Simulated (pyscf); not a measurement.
## Hydrogen shift: `[SiH3][CH]1[CH][CH]=[CH][CH]=[CH]1` [doublet] → `[SiH2][CH]1[CH]=[CH][CH]=[CH][CH2]1` [doublet]

Gas phase, doublet surface, charge 0. Bonds broken: Si13–H14. Bonds formed: C2–H14. PySCF, gas phase, ωB97X-D3(BJ)/def2-SVP geometries.

Transition state (Å):

```xyz
16

C      0.5124    -0.3592     1.0135
C     -0.6308     0.6704     0.9432
C     -1.7131     0.4183     0.0099
C     -1.7233    -0.6815    -0.7935
C     -0.7160    -1.7276    -0.6645
C      0.2937    -1.6071     0.2209
H      0.8311    -0.5747     2.0456
H     -0.8973     1.1609     1.8886
H     -2.5315     1.1430    -0.0398
H     -2.5429    -0.8251    -1.5036
H     -0.8163    -2.6344    -1.2673
H      1.0144    -2.4205     0.3537
Si     1.6392     0.9242     0.1577
H      0.1798     1.7597     0.4983
H      3.0914     1.0118     0.5538
H      1.5310     0.7026    -1.3133
```

One imaginary mode, 1833i cm⁻¹; descent along it reached the two sides named.

```tsv
bond	change	reactant side (Å)	saddle	product side
Si13–H14	breaks	1.494	1.716	3.0
C2–H14	forms	3.2	1.429	1.101
```

Electronic energies relative to the reactant's lowest minimum found (kJ/mol):

| level | barrier | reaction energy | reverse barrier |
|---|---|---|---|
| ωB97X-D3(BJ)/def2-TZVP | 200.7 | +70.1 | 130.5 |
| PBE/def2-TZVP | 159.6 | +64.9 | 94.6 |
| r²SCAN/def2-TZVP | 177.0 | +74.1 | 102.9 |
| B3LYP-D3(BJ)/def2-TZVP | 190.1 | +72.2 | 118.0 |
| PBE0-D3(BJ)/def2-TZVP | 176.9 | +64.0 | 112.8 |
| M06-2X/def2-TZVP | 186.8 | +55.4 | 131.4 |
| ωB97M-D3(BJ)/def2-TZVP | 196.9 | +69.6 | 127.3 |
| HF/def2-TZVP | 251.5 | +110.9 | 140.6 |

With ωB97M-D3(BJ)/def2-TZVP energies and thermal terms (ideal gas, 1 atm, RRHO with modes under 100 cm⁻¹ raised to 100, one conformer, R ln 2 for chiral ones without a mode under 150 cm⁻¹), in kJ/mol:

```
T (K)    ΔH‡    ΔG‡     ΔH     ΔG
-----  -----  -----  -----  -----
298    189.9  192.2  +79.7  +79.9
600    188.2  195.2  +78.4  +80.6
900    186.4  199.1  +77.0  +82.0
1200   184.4  203.6  +75.8  +83.8
```

The same reactants have a lower exit, to SiH₃• + benzene (no saddle counted: cutting one bond, which may have a small barrier of its own, costs +43.8 kJ/mol at ωB97M-D3(BJ)/def2-TZVP, against +196.9 kJ/mol here). One saddle was located; it need not be the lowest between these sides.
